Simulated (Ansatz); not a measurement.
# SiH₃+ (triplet): wave-function methods side by side at distance Si1–H3 = 2.314 Å, cc-pVDZ

Aim: climb from Hartree-Fock through coupled cluster and multireference methods for SiH₃+ (triplet) at one geometry and basis, and see what each rung misses.

Method: cc-pVDZ, core rule «outside noble gas», up to 5 orbitals frozen; program: Ansatz 0.2.0, Gaussian basis.

Plan: UHF; CCSD(T) on ROHF; CCSD(T) on UHF; BCCD(T) on ROHF; CISD; CCSDT(Q) on ROHF; CCSDT(Q) on UHF; CASSCF and MRCISD+Q, 4 electrons in 4 orbitals; CASSCF and NEVPT2, 4 electrons in 4 orbitals; CASSCF and MRCISD+Q, 6 electrons in 7 orbitals; CASSCF and MRCISD+Q(relaxed), 6 electrons in 7 orbitals; CASSCF and NEVPT2, 6 electrons in 7 orbitals; Full CI.

15 further runs of the same task are left out: 11 that didn't finish, 4 set aside as unsound or not needed.

**1. What is computed**

The geometry derives from a PBE0/def2-TZVP stationary point (not a proven minimum). One bond is set to the value named and the two fragments are kept rigid.

4 atoms, charge 1, spin multiplicity 3.

Atoms are counted from 1 here; the program's logs count them from 0.

Bond lengths: Si1–H2 1.492 Å, Si1–H4 1.694 Å. Angles: H2–Si1–H4 105.3°.

As a file:

```xyz
4

Si   -0.0052    0.0724   -0.0975
H    -0.0052   -1.2208   -0.8423
H     0.5949   -0.4705    2.0704
H    -0.4445   -0.3250    1.4895
```

**2. UHF**

File in.yaml:

```yaml
crystal:
  periodic: [false, false, false]
  atoms:
    - {symbol: Si, position_ang: [-0.005209, 0.072363, -0.097531]}
    - {symbol: H, position_ang: [-0.005209, -1.220784, -0.842263]}
    - {symbol: H, position_ang: [0.594897, -0.470497, 2.070365]}
    - {symbol: H, position_ang: [-0.444530, -0.325049, 1.489523]}
basis:
  gaussian: {orbitals: cc-pVDZ}
total_charge: 1
magnetization: {spin_polarized: true, initial_magnetization: 2}
hamiltonian: {xc: hf}
output: {orbitals: {seedname: orbitals}}
```

Launch:

```
> ansatz run in.yaml --threads 1 --pin off --events-out ev --progress --plain --max-ram 2393MiB
```

Further steps of the session: CCSD(T) on ROHF; CCSD(T) on UHF; BCCD(T) on ROHF; CISD; CCSDT(Q) on ROHF; CCSDT(Q) on UHF; CASSCF and MRCISD+Q, 4 electrons in 4 orbitals; CASSCF and NEVPT2, 4 electrons in 4 orbitals; CASSCF and MRCISD+Q, 6 electrons in 7 orbitals; CASSCF and MRCISD+Q(relaxed), 6 electrons in 7 orbitals; CASSCF and NEVPT2, 6 electrons in 7 orbitals; Full CI.

**Question.** What will the summary of the whole plan be? Wanted: FCI from the RHF energy; RMP2 from FCI; UMP2 from FCI; RCCSD from FCI; RCCSD(T) from FCI; UCCSD(T) from FCI; RCCSDT(Q) from FCI; UCCSDT(Q) from FCI; NEVPT2 pair from FCI.

As calculated:

| quantity | value |
| --- | --- |
| FCI from the ROHF energy | -3.1295 eV |
| RMP2 from FCI | +864.7 meV |
| UMP2 from FCI | +908.0 meV |
| RCCSD from FCI | +110.7 meV |
| RCCSD(T) from FCI | +31.8 meV |
| UCCSD(T) from FCI | +33.8 meV |
| RCCSDT(Q) from FCI | +0.6 meV |
| UCCSDT(Q) from FCI | +0.2 meV |
| NEVPT2 pair from FCI | +743.1 meV |
| MRCISD+Q pair from FCI | +22.0 meV |
| NEVPT2 valence from FCI | +448.6 meV |
| levels within 1 kcal/mol (43 meV) | RCCSD(T), UCCSD(T), BCCD(T), RCCSDT, UCCSDT, RCCSDT(Q), UCCSDT(Q), MRCISD+Q pair, MRCISD+Q valence, MRCISD+Q(relaxed) valence |
| T1 diagnostic | 0.033 |
| effectively unpaired electrons | 2.06 |

**Reading.** RCCSD(T) lands +31.8 meV from the yardstick (1.0 % of the correlation energy). MRCISD+Q(relaxed) valence falls below full CI: the +Q correction isn't variational, and the cores differ from full CI's. One determinant dominates. Of the multireference levels listed MRCISD+Q valence comes nearest in total energy (+9.5 meV), which doesn't show that its space is the better one. These misses are within one basis, not against nature; the frozen cores of restricted and unrestricted runs differ, which can shift their rows.

Levels on UHF freeze UHF's core orbitals, full CI those of ROHF, so the U rows can settle a little off it for that reason alone.

With open shells the CI space here admits some triples and quadruples, so it is larger than plain CISD.
